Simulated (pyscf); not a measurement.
HO–Ti(Cl)(Cl)–Cl + silanol (HO–SiH₃) -> HO–SiH₂–O–Ti(Cl)(Cl)–Cl + hydrogen (H₂) (four-centre exchange; singlet surface; H–O, H–Si broken, O–Si, H–H formed). Structures and frequencies: ωB97X-D3(BJ)/def2-SVP in PySCF. Rate constants from transition-state theory, ωB97M-D3(BJ)/def2-TZVP energies (ideal gas, 1 atm, RRHO with modes under 100 cm⁻¹ raised to 100, one conformer, R ln 2 for chiral ones without a mode under 150 cm⁻¹; no tunnelling), k in cm³ molecule⁻¹ s⁻¹.

| T (K) | 1000/T | log10 k |
|---|---|---|
| 298 | 3.354 | -36.81 |
| 600 | 1.667 | -26.03 |
| 900 | 1.111 | ? |
| 1200 | 0.833 | -20.31 |

Q: Fit an Arrhenius line to the three values, give the activation energy, and predict k at 900 K.

A: Least squares gives log10 k = -14.99 − 6.52 × 1000/T, so Ea = 6.52 × ln 10 × 1.987 = 29.8 kcal/mol, against an electronic barrier of 28.2. At 900 K the line gives -22.23; the computed value is -22.29 (ΔG‡ = 68.6 kcal/mol), close to the line. One saddle was located; it need not be the lowest between these sides.
